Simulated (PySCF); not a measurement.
Compound: H₆SSi₂.
Z-matrix (Å and degrees, GFN2-xTB geometry), rows numbered from 1:
```
Si
Si  1  2.3138
S   2  2.1641  1  111.36
H   1  1.4630  2  108.80  3   177.88
H   1  1.4670  2  112.07  3    59.07
H   1  1.4637  2  113.05  3   -62.04
H   2  1.4585  1  116.23  3   113.79
H   2  1.4653  1  115.25  3  -119.12
H   3  1.3244  2   97.13  1   -54.14
```

Method: CAM-B3LYP/def2-SVPD in PySCF (dipole) on a GFN2-xTB geometry, gas phase.

Take the most abundant isotopes and a rigid rotor. The values belong to one conformer with, in the numbering `[SiH3:1][SiH2:2][SH:3]`, Si1–Si2–S3–H -54°.

(1) What are A, B and C (MHz)?

(2) Classify the top.

(3) What does the inertial defect say?

(4) Give the coordinates in the principal-axis frame, origin at the centre of mass.

(5) List the rotational levels J(Ka,Kc) to J = 4 (MHz).

(6) Which lines would a microwave search look for?

## Answers

(1) Ia = 47.57, Ib = 231.11, Ic = 265.33 u·Å²; 505379 MHz·u·Å²/I gives A = 10624, B = 2187, C = 1905 MHz.

(2) A near-prolate asymmetric top; Ray's κ = -0.935.

(3) Not planar: Δ = Ic − Ia − Ib = -13.35 u·Å². For a rigid frame Δ = −2 Σ m c², so Σ m c² = 6.68 u·Å² lies off the ab plane: 6.62 from hydrogen and 0.06 from heavier atoms. The atom farthest from that plane is 1.23 Å away.

(4) The sense of each axis is arbitrary; atoms in the order of the calculation.
| atom | mass (u) | a (Å) | b (Å) | c (Å) |
| --- | --- | --- | --- | --- |
| Si1 | 27.977 | -1.908 | -0.383 | -0.012 |
| Si2 | 27.977 | 0.045 | 0.856 | 0.018 |
| S3 | 31.972 | 1.791 | -0.422 | -0.038 |
| H4 | 1.008 | -3.048 | 0.530 | 0.078 |
| H5 | 1.008 | -1.992 | -1.308 | 1.123 |
| H6 | 1.008 | -2.062 | -1.182 | -1.229 |
| H7 | 1.008 | 0.299 | 1.688 | -1.153 |
| H8 | 1.008 | 0.235 | 1.695 | 1.204 |
| H9 | 1.008 | 1.475 | -1.176 | 1.004 |

(5) Above 0(0,0):
J = 1: 1(0,1) 4091, 1(1,1) 12529, 1(1,0) 12811
J = 2: 2(0,2) 12268, 2(1,2) 20430, 2(1,1) 21276, 2(2,1) 46588, 2(2,0) 46595
J = 3: 3(0,3) 24514, 3(1,3) 32277, 3(1,2) 33969, 3(2,2) 58862, 3(2,1) 58897, 3(3,1) 101758, 3(3,0) 101759
J = 4: 4(0,4) 40811, 4(1,4) 48065, 4(1,3) 50885, 4(2,3) 75223, 4(2,2) 75327, 4(3,2) 118138, 4(3,1) 118139, 4(4,1) 178174, 4(4,0) 178174

(6) The dipole components are |μa| = 1.39 D, |μb| = 0.17 D, |μc| = 0.56 D. Intensities carry the squares of the components, which stand as 1.00 : 0.01 : 0.17 (a : b : c). Some lines, for components of 0.1 D or more:

```tsv
type	branch	J(Ka,Kc)	MHz	lower level (cm⁻¹)
a	Q	3(1,2) ← 3(1,3)	1692	1.077
b	R	3(0,3) ← 2(1,2)	4084	0.681
a	R	2(1,2) ← 1(1,1)	7901	0.418
c	Q	2(1,2) ← 2(0,2)	8162	0.409
a	R	2(1,1) ← 1(1,0)	8465	0.427
b	Q	1(1,0) ← 1(0,1)	8719	0.136
a	R	3(0,3) ← 2(0,2)	12247	0.409
a	R	3(2,2) ← 2(2,1)	12274	1.554
a	R	3(2,1) ← 2(2,0)	12302	1.554
a	R	3(1,2) ← 2(1,1)	12693	0.710
c	R	1(1,0) ← 0(0,0)	12811	0.000
c	R	2(1,1) ← 1(0,1)	17184	0.136
c	Q	2(2,1) ← 2(1,1)	25312	0.710
b	Q	2(2,0) ← 2(1,1)	25319	0.710
b	Q	3(2,2) ← 3(1,3)	26585	1.077
b	R	2(2,1) ← 1(1,0)	33777	0.427
c	R	2(2,0) ← 1(1,0)	33784	0.427
c	R	2(2,1) ← 1(1,1)	34059	0.418
b	R	3(2,2) ← 2(1,1)	37587	0.710
c	R	3(2,1) ← 2(1,1)	37621	0.710
c	R	3(2,2) ← 2(1,2)	38433	0.681
b	R	3(2,1) ← 2(1,2)	38467	0.681
b	Q	3(3,0) ← 3(2,1)	42861	1.965
b	Q	3(3,1) ← 3(2,2)	42896	1.963
c	R	3(3,1) ← 2(2,1)	55171	1.554
b	R	3(3,0) ← 2(2,1)	55171	1.554
```

No frequency check. Zero-point vibration and centrifugal distortion are left out. A rigid rotor knows nothing of internal rotation, which can split or shift real lines.
